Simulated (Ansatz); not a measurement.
Basis-set extrapolation for C₅H₈O, SMILES `C=CCC1CO1` (PBE0-D4/def2-TZVP geometry, frozen core, Ansatz 0.2.0). Multiplicity 1, RHF reference.

|  | def2-TZVPP | def2-QZVPP |
| --- | --- | --- |
| HF | -268.893113 | -268.905380 |
| MP2 correlation | -1.060762 | -1.131559 |
| CCSD(T) correlation | -1.150518 | not run |

Energies in hartree. Use E(X) = E(∞) + A·exp(−7.88·√X) for Hartree–Fock and E(X) = E(∞) + B·X^(−2.97) for correlation, with X = 3 and 4, and add CCSD(T) minus MP2 of the smaller set to the MP2 limit.

Q: What is the CCSD(T) energy at the basis-set limit?

A: HF limit: -268.905380 + (-0.012267) × 0.13774 = -268.90707. MP2 limit: -1.131559 + (-0.070797) × 0.74074 = -1.18400. Higher-order term: -1.150518 − (-1.060762) = -0.08976. Total: -270.18083 hartree, 86.1 kcal/mol below CCSD(T)/def2-TZVPP.
